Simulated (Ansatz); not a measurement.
**C₂H₃N: vertical ionisation energy**

One table from this session's results is given with a row withheld; the runs are named, their logs left out.

Method: unrestricted cation, the program's frozen cores in correlated methods; program: Ansatz 0.2.0, Gaussian basis.

Levels to be run: UKS PBE-D4/def2-TZVPP; UKS r2SCAN-D4/def2-TZVPP; UKS PBE0-D4/def2-TZVPP; UKS B3LYP-D4/def2-TZVPP; UKS wB97X-V/def2-TZVPP; UKS wB97M-V/def2-TZVPP; UKS B2PLYP/def2-TZVPP; UHF-CCSD(T)/def2-TZVPP; UHF-MP2/def2-QZVPP; extrapolation to the limit; then −ε(HOMO) from the neutral's earlier runs with LDA (SPW92), PBE-D4, revPBE-D4, BLYP-D4, r2SCAN-D4, B97M-V, PBE0-D4, B3LYP-D4, r2SCANh-D4, r2SCAN0-D4, HSE06-D4, BHLYP-D4, CAM-B3LYP-D4, LC-ωPBE, ωB97X-V, ωB97M-V.

## The relaxed structure

An earlier PBE0-D4 in a triple-zeta def2 set relaxation fixed the geometry.

SMILES `C=C=N`, 6 atoms, charge 0, spin multiplicity 1.

Atoms are counted from 1 here; the program's logs count them from 0.

Bond lengths: C1–C2 1.305 Å, C1–H4 1.081 Å, C1–H5 1.081 Å, C2–N3 1.217 Å, N3–H6 1.018 Å. Angles: C2–C1–H4 120.2°, C2–C1–H5 120.2°, H4–C1–H5 119.6°, C1–C2–N3 174.5°, C2–N3–H6 116.2°.

Set-up of the first run:

in.yaml

```yaml
crystal:
  periodic: [false, false, false]
  atoms:
    - {symbol: C, position_ang: [-0.735416, -0.035607, -0.632015]}
    - {symbol: C, position_ang: [0.189077, 0.098586, 0.279666]}
    - {symbol: N, position_ang: [0.982345, 0.304171, 1.179982]}
    - {symbol: H, position_ang: [-0.709518, 0.571218, -1.526629]}
    - {symbol: H, position_ang: [-1.525894, -0.762036, -0.502489]}
    - {symbol: H, position_ang: [1.841607, -0.240430, 1.155386]}
basis:
  gaussian: {orbitals: def2-TZVPP}
total_charge: 1
magnetization: {spin_polarized: true, initial_magnetization: 1}
hamiltonian: {xc: pbe, dispersion: d4}
```

Run with:

```bash
> ansatz run in.yaml --threads 4 --pin off --events-out ev --progress --plain --max-ram 10444MiB
```

Among the steps run: Cation, UKS PBE-D4/def2-TZVPP; Cation, UKS r2SCAN-D4/def2-TZVPP; Cation, UKS PBE0-D4/def2-TZVPP; Cation, UKS B3LYP-D4/def2-TZVPP; Cation, UKS wB97X-V/def2-TZVPP; Cation, UKS wB97M-V/def2-TZVPP; Cation, UKS B2PLYP (frozen core)/def2-TZVPP; Cation, UHF-CCSD(T)/def2-TZVPP; Cation, UHF-MP2/def2-QZVPP.

One of the session's tables, all rows but one given; the rest of the session is left out.

Orbital estimates, from the neutral's runs:

| functional | −ε(HOMO) (eV) |
| --- | --- |
| LDA (SPW92) | 5.88 |
| PBE-D4 | 5.73 |
| revPBE-D4 | 5.68 |
| BLYP-D4 | 5.61 |
| r2SCAN-D4 | 5.96 |
| B97M-V | 6.00 |
| PBE0-D4 | ? |
| B3LYP-D4 | 6.73 |
| r2SCANh-D4 | 6.41 |
| r2SCAN0-D4 | 7.09 |
| HSE06-D4 | 6.54 |
| BHLYP-D4 | 8.03 |
| CAM-B3LYP-D4 | 8.27 |
| LC-ωPBE | 9.61 |
| ωB97X-V | 9.25 |
| ωB97M-V | 9.14 |

Q: Estimate the row for PBE0-D4 from the others.

The run gave: −ε(HOMO) (eV): 6.94. In the column «−ε(HOMO) (eV)» it lies between B3LYP-D4 (6.73) and r2SCAN0-D4 (7.09).
